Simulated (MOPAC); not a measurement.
# C4H9Cl (1-chloro-2-methylpropane): PM6-D3

Aim: the vertical ionisation energy of C4H9Cl (1-chloro-2-methylpropane) at PM6-D3, from 2 runs. 

Program for the calculation: MOPAC 23.2.5.

4 further runs of the same task are left out: 1 that didn't finish, 3 set aside as unsound or not needed.

### Step 1. The molecule

The species is C4H9Cl (14 atoms), meant as a singlet with charge 0. SMILES: `CC(C)CCl`. Geometry: optimised at PM6-D3. This is one conformer, not always the lowest.

Bond lengths: C1–C2 1.534 Å, C2–C3 1.530 Å, C2–C4 1.535 Å, C4–Cl5 1.797 Å, C1–H6 1.096 Å, C1–H7 1.095 Å, C1–H8 1.097 Å, C2–H9 1.121 Å, C3–H10 1.096 Å, C3–H11 1.095 Å, C3–H12 1.098 Å, C4–H13 1.105 Å, C4–H14 1.105 Å. Some angles: C1–C2–C3 110.9°, C1–C2–C4 109.1°, C3–C2–C4 111.0°, C2–C4–Cl5 109.4°, C1–C2–H9 108.7°, C3–C2–H9 108.6°, C4–C2–H9 108.6°, C2–C1–H6 111.9°, C2–C1–H7 111.8°, C2–C1–H8 110.8°.

### Step 2. The harmonic vibrations at PM6-D3

input.mop reads:

```
PM6-D3 THERMO(298,398,100) FORCE SINGLET AUX(PRECISION=9) THREADS=1
PM6-D3 frequencies

C -0.564849 1 -0.573666 1 1.257104 1
C 0.095726 1 0.322999 1 0.202769 1
C 1.367389 1 -0.326632 1 -0.347942 1
C -0.910733 1 0.599363 1 -0.922154 1
Cl -0.259502 1 1.876872 1 -2.005016 1
H -0.872473 1 -1.537984 1 0.837456 1
H -1.450503 1 -0.101881 1 1.696008 1
H 0.129990 1 -0.787429 1 2.078152 1
H 0.371898 1 1.297124 1 0.682781 1
H 2.098347 1 -0.506667 1 0.447928 1
H 1.160517 1 -1.289323 1 -0.827714 1
H 1.851334 1 0.314185 1 -1.096692 1
H -1.877050 1 0.966206 1 -0.531142 1
H -1.099373 1 -0.295812 1 -1.541619 1
```

On the command line:

```bash
$ mopac input.mop
```

input.out:

```text
MOPAC v23.2.5
PM6-D3 CALCULATION RESULTS
[...]
           Empirical Formula: C4 H9 Cl  =    14 atoms
      MOLECULAR POINT GROUP   :   C1
[...]
 DIPOLE           X         Y         Z       TOTAL
 POINT-CHG.    -2.321     0.560    -0.187     2.395
 HYBRID         0.089     0.034     0.124     0.156
 SUM           -2.232     0.594    -0.063     2.311
          GRADIENT NORM =   0.04048
[...]
          ZERO POINT ENERGY      70.499 KCAL/MOL
[...]
 FREQUENCY            80.40         C  4 -- Cl 5         +12.9% (554.7%)      0.1%
[...]
 FREQUENCY           164.54         C  1 -- H  8         +21.7% (285.1%)      2.1%
[...]
 FREQUENCY          2706.71         C  2 -- H  9         +23.6% ( 49.5%)    100.0%
[...]
 FREQUENCY          2721.59         C  4 -- H 14         +50.0% ( 69.7%)     97.1%
[...]
 FREQUENCY          2788.07         C  3 -- H 11         +19.7% ( 42.8%)     96.0%
[...]
 FREQUENCY          2790.33         C  1 -- H  6         +19.4% ( 42.4%)     95.7%
[...]
   TEMP. (K)   PARTITION FUNCTION   H.O.F.    ENTHALPY  HEAT CAPACITY ENTROPY
                                   KCAL/MOL   CAL/MOLE    CAL/K/MOL  CAL/K/MOL
 298.00  VIB.     0.2452D+02                  2438.7390    17.2225    14.5414
         ROT.     0.1613D+06                   888.2803     2.9808    26.8092
         INT.     0.3954D+07                  3327.0193    20.2033    41.3506
         TRA.     0.8610D+27                  1480.4672     4.9680    39.4856
         TOT.                      -38.535    4807.4865    25.1714    80.8362
 298.00  VIB.     0.2452D+02                  2438.7390    17.2225    14.5414
         ROT.     0.1613D+06                   888.2803     2.9808    26.8092
[...]
           FORCE CONSTANT IN CARTESIAN COORDINATES (Millidynes/A)
    ATOM   CHEMICAL       X               Y               Z
   NUMBER   SYMBOL  FORCE CONSTANT  FORCE CONSTANT  FORCE CONSTANT
      1       C        7.031044        6.456062        6.335374
      2       C        7.617331        7.541298        7.104633
      3       C        6.510566        6.989874        6.390211
      4       C        4.773985        6.291544        6.519694
      5      Cl        3.705445        0.482672        0.434903
      6       H        1.245528        1.229585        2.927498
      7       H        1.241399        3.609741        0.540657
      8       H        1.200270        1.425244        2.761986
      9       H        1.150434        1.495821        3.056711
     10       H        0.895465        1.640920        2.856437
[...]
 * JOB ENDED NORMALLY *
[...]
```

Wall time 0.28 s (1 thread of Arm Neoverse V2, shared host).

### Step 3. The doublet cation: a single-point energy at PM6-D3

job.mop reads:

```
PM6-D3 1SCF CHARGE=1 DOUBLET DISP AUX(PRECISION=9) THREADS=1
C4H9Cl

C     -0.564849 1    -0.573666 1     1.257104 1
C      0.095726 1     0.322999 1     0.202769 1
C      1.367389 1    -0.326632 1    -0.347942 1
C     -0.910733 1     0.599363 1    -0.922154 1
Cl    -0.259502 1     1.876872 1    -2.005016 1
H     -0.872473 1    -1.537984 1     0.837456 1
H     -1.450503 1    -0.101881 1     1.696008 1
H      0.129990 1    -0.787429 1     2.078152 1
H      0.371898 1     1.297124 1     0.682781 1
H      2.098347 1    -0.506667 1     0.447928 1
H      1.160517 1    -1.289323 1    -0.827714 1
H      1.851334 1     0.314185 1    -1.096692 1
H     -1.877050 1     0.966206 1    -0.531142 1
H     -1.099373 1    -0.295812 1    -1.541619 1
```

On the command line:

```bash
$ mopac job.mop
```

job.out, shortened:

```text
MOPAC v23.2.5
PM6-D3 CALCULATION RESULTS
[...]
           Empirical Formula: C4 H9 Cl  =    14 atoms
      MOLECULAR POINT GROUP   :   C1
[...]
     SCF FIELD WAS ACHIEVED
[...]
                              SUM =        198.40966 KCAL/MOL = FINAL HEAT OF FORMATION
          TOTAL ENERGY            =       -857.41592 EV
          ELECTRONIC ENERGY       =      -3410.93618 EV
          CORE-CORE REPULSION     =       2553.52026 EV
          COSMO AREA              =        132.09 SQUARE ANGSTROMS
          COSMO VOLUME            =        124.56 CUBIC ANGSTROMS
          IONIZATION POTENTIAL    =         16.210637 EV
          ALPHA SOMO LUMO (EV)    =        -16.223 -5.959
          BETA  SOMO LUMO (EV)    =        -16.211 -9.998
          NO. OF ALPHA ELECTRONS  =         16
          NO. OF BETA  ELECTRONS  =         15
          MOLECULAR WEIGHT        =         92.5681         POINT GROUP:  C1
[...]
                             CARTESIAN COORDINATES
   1    C       -0.564849000    -0.573666000     1.257104000
[...]
              NET ATOMIC CHARGES AND DIPOLE CONTRIBUTIONS
  ATOM NO.   TYPE          CHARGE      No. of ELECS.   s-Pop       p-Pop       d-Pop
    1          C          -0.496553        4.4966     1.08896     3.40759
    2          C           0.012488        3.9875     1.08576     2.90176
    3          C          -0.508605        4.5086     1.09156     3.41704
    4          C          -0.329617        4.3296     1.17093     3.15869
    5         Cl           0.632900        6.3671     1.98842     4.36991     0.00878
    6          H           0.175536        0.8245     0.82446
    7          H           0.169950        0.8301     0.83005
    8          H           0.194722        0.8053     0.80528
    9          H           0.146222        0.8538     0.85378
   10          H           0.199549        0.8005     0.80045
   11          H           0.177961        0.8220     0.82204
   12          H           0.149113        0.8509     0.85089
[...]
 DIPOLE           X         Y         Z       TOTAL
 POINT-CHG.    -1.500     1.811    -2.185     3.210
 HYBRID        -0.125     0.165    -0.427     0.475
 SUM           -1.625     1.977    -2.612     3.657
[...]
                    (S**2)  =    0.753835
[...]
 * JOB ENDED NORMALLY *
[...]
```

It took 0.2 s on 1 thread of Arm Neoverse V2, shared host.

### Step 4. What came out

At PM6-D3:

```
                                          quantity           value
                  run 2, PM6-D3: heat of formation  -38.5 kcal/mol
         run 2, PM6-D3: lowest harmonic wavenumber         80 cm⁻¹
        run 2, PM6-D3: highest harmonic wavenumber       2790 cm⁻¹
                  run 2, PM6-D3: zero-point energy    295.0 kJ/mol
                      doublet cation: total energy    -31.50945 Eh
        doublet cation: HOMO energy (over α and β)       -16.21 eV
        doublet cation: LUMO energy (over α and β)       -10.00 eV
                 doublet cation: dispersion energy   -14.65 kJ/mol
                 doublet cation: heat of formation  198.4 kcal/mol
                              doublet cation: ⟨S²⟩           0.754
vertical ionisation energy (to the doublet cation)       10.275 eV
```

Removing an electron at fixed nuclei costs 10.27 eV (237 kcal/mol). All 36 modes (run 2, PM6-D3) are real, so the shape is a minimum at this level.
